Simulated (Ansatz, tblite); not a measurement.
Forces on the cluster Li₂H₃ at its PBE0-D4/def2-TZVP geometry. Charge 0, multiplicity 2.

The xTB rows come from tblite. In the doublet, H3 and H5 lie 0.92 Å apart (atoms count from 1), so these atoms are partly bonded to each other. Another isomer (doublet) lies 0.42 eV lower at PBE0-D4/def2-TZVP; other spin states weren't run for this one.

GFN1-xTB (tblite), largest force 0.62 eV/Å:

```xyz
5
positions Å, forces eV/Å
Li   -0.031    0.070   -1.202   -0.003    0.024    0.621
Li    0.226   -0.595    1.023   -0.131    0.357   -0.492
H     0.094    1.099    0.317    0.430   -0.059   -0.067
H     0.483   -1.359   -0.461    0.000   -0.003   -0.001
H    -0.772    0.785    0.323   -0.296   -0.318   -0.061
```

GFN2-xTB (tblite), largest force 3.62 eV/Å:

```
Li 0.088 -0.130 -0.005
Li 0.079 -0.106 -0.085
H 3.341 1.283 -0.001
H -0.072 0.099 0.038
H -3.436 -1.145 0.053
```

PBE-D4/def2-TZVP (Ansatz), largest force 0.06 eV/Å:

```
Li 0.000 -0.002 -0.041
Li 0.008 -0.023 0.032
H 0.038 0.048 0.010
H 0.013 -0.034 -0.012
H -0.058 0.012 0.010
```
